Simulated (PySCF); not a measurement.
**Carbon: a sound run and one with changed settings**

Sound run: C [He] 2s2 2p2, C⁺ [He] 2s2 2p1. Computed with PySCF 2.14 in cc-pVDZ (3s2p1d, 14 functions), with the non-relativistic Hamiltonian (point nucleus). The sound run starts from symmetry-adapted Hartree-Fock orbitals and uses a fine grid where one is needed.

Changed run: radial step 0.3 in ln r (0.13 in the sound run). This setting is unsound on purpose.

```csv
species,method,sound run (hartree),changed run (hartree),converged
C,UHF,-37.68654,-37.68654,yes
C,LDA,-37.45778,-37.45780,yes
C,MN15,-37.80223,-37.79929,yes
C⁺,UHF,-37.28953,-37.28953,yes
C⁺,LDA,-37.02993,-37.02994,yes
C⁺,MN15,-37.38636,-37.38379,yes
```

Ionisation energy of C:

| method | sound run (eV) | changed run (eV) |
| --- | --- | --- |
| UHF | 10.803 | 10.803 |
| LDA | 11.643 | 11.643 |
| MN15 | 11.316 | 11.306 |

A coarse radial grid mis-integrates the density and the exchange-correlation energy, with errors of either sign; Hartree-Fock needs no grid.

For comparison, NIST gives 11.260 eV between the lowest levels.
